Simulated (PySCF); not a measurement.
Isomers of [C4H5O]- (charge -1), mass 69.034 u with the commonest isotopes. Level of theory: PBE0-D3(BJ)/def2-SVP geometry optimisation, gas phase in PySCF 2.14.0. One conformer each, none proved a minimum here; rigid rotors. The geometries of the anions come from a basis without diffuse functions.

Question: Order these by radius of gyration √(Σ m r²/M), smallest first.
A. `[CH2:1]=[CH:2]/[CH:3]=[CH:4]/[O-:5]` (charge -1) with C1–C2–C3–C4 180°
B. `[CH2:1]=[CH:2][C:3](=[CH2:4])[O-:5]` (charge -1) with C1–C2–C3–C4 180°
C. `[CH2:1]=[CH:2]/[CH:3]=[CH:4]\[O-:5]` (charge -1) with C1–C2–C3–C4 180°

Answer: B (1.543 Å), C (1.742 Å), A (1.857 Å).

Question: Order these by rotational constant B, smallest first.
A. `[CH2:1]=[CH:2][C:3](=[CH2:4])[O-:5]` (charge -1) with C1–C2–C3–C4 180°
B. `[CH2:1]=[CH:2]/[CH:3]=[CH:4]/[O-:5]` (charge -1) with C1–C2–C3–C4 180°
C. `[CH2:1]=[CH:2]/[CH:3]=[CH:4]\[O-:5]` (charge -1) with C1–C2–C3–C4 180°

Answer: B (2242 MHz), C (2748 MHz), A (4383 MHz).

Question: Order these by dipole moment (about the centre of mass), largest first.
A. `[CH2:1]=[CH:2]/[CH:3]=[CH:4]/[O-:5]` (charge -1) with C1–C2–C3–C4 180°
B. `[CH2:1]=[CH:2]/[CH:3]=[CH:4]\[O-:5]` (charge -1) with C1–C2–C3–C4 180°
C. `[CH2:1]=[CH:2][C:3](=[CH2:4])[O-:5]` (charge -1) with C1–C2–C3–C4 180°

Answer: C (3.15 D), A (1.79 D), B (1.33 D).

```csv
SMILES,point group,Ia (u·Å²),Ib (u·Å²),Ic (u·Å²),κ,μa (D),μb (D),μc (D)
C=C/C=C/[O-],Cs,12.70,225.46,238.15,-0.99,1.63,0.75,0.00
C=C/C=C\[O-],Cs,25.68,183.91,209.59,-0.96,1.07,0.80,0.00
C=CC(=C)[O-],Cs,49.11,115.31,164.42,-0.64,2.49,1.93,0.00
```
